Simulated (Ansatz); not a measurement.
# FH₃OSi (SMILES O[SiH2]F): one structure at several levels

One table from this session's results is given with a row withheld; the runs are named, their logs left out.

Program: Ansatz 0.2.0, Gaussian basis. Level of theory: single points in def2-TZVPP. These are calculated values, not measurements.

Cores are frozen in the correlated methods.

**Where the work starts**

SMILES `O[SiH2]F`, 6 atoms, charge 0, spin multiplicity 1.

Atoms are counted from 1 here; the program's logs count them from 0.

Bond lengths: O1–Si2 1.619 Å, O1–H4 0.963 Å, Si2–F3 1.626 Å, Si2–H5 1.438 Å, Si2–H6 1.438 Å. Angles: Si2–O1–H4 122.3°, O1–Si2–F3 105.4°, O1–Si2–H5 109.1°, O1–Si2–H6 111.6°, F3–Si2–H5 106.9°, F3–Si2–H6 104.7°, H5–Si2–H6 118.2°.

Coordinates:

| atom | x (Å) | y (Å) | z (Å) |
| --- | --- | --- | --- |
| O1 | -0.86870 | 0.12500 | -0.88990 |
| Si2 | 0.42040 | 0.10910 | 0.08950 |
| F3 | -0.00080 | -0.83780 | 1.34280 |
| H4 | -1.68430 | -0.33910 | -0.67400 |
| H5 | 1.51230 | -0.54430 | -0.58130 |
| H6 | 0.65810 | 1.40230 | 0.67180 |

The first run:

Input file run/in.yaml:

```yaml
crystal:
  periodic: [false, false, false]
  atoms:
    - {symbol: O, position_ang: [-0.868700, 0.125000, -0.889900]}
    - {symbol: Si, position_ang: [0.420400, 0.109100, 0.089500]}
    - {symbol: F, position_ang: [-0.000800, -0.837800, 1.342800]}
    - {symbol: H, position_ang: [-1.684300, -0.339100, -0.674000]}
    - {symbol: H, position_ang: [1.512300, -0.544300, -0.581300]}
    - {symbol: H, position_ang: [0.658100, 1.402300, 0.671800]}
basis:
  gaussian: {orbitals: def2-TZVPP}
correlation: {method: ccsd_t}
output: {forces: true}
```

On the command line:

```console
ansatz run in.yaml --threads 4 --pin off --events-out ev --progress --plain --max-ram 5222MiB
```

Among the steps run: CCSD(T)/def2-TZVPP; PBE0-D4/def2-TZVPP; wB97M-V/def2-TZVPP; r2SCAN-D4/def2-TZVPP; PBE-D4/def2-TZVPP; BLYP-D4/def2-TZVPP; CAM-B3LYP-D4/def2-TZVPP.

One table of the session follows, with a row left open; its other results are not shown here.

| method | RMS force component (eV/Å) | angle to CCSD(T) forces (°) | dipole (D) |
| --- | --- | --- | --- |
| CCSD(T) | 0.617 | reference | 0.59 |
| PBE0-D4 | 0.626 | 7.7 | 0.61 |
| wB97M-V | 0.537 | 2.5 | 0.60 |
| r2SCAN-D4 | ? | ? | ? |
| PBE-D4 | 0.577 | 25.0 | 0.61 |
| BLYP-D4 | 0.525 | 29.9 | 0.59 |
| CAM-B3LYP-D4 | 0.567 | 8.1 | 0.60 |

Q: Estimate the row for r2SCAN-D4 from the others.

The run gave: RMS force component (eV/Å): 0.609; angle to CCSD(T) forces (°): 7.4; dipole (D): 0.61. In the column «RMS force component (eV/Å)» it lies between PBE-D4 (0.577) and CCSD(T) (0.617).
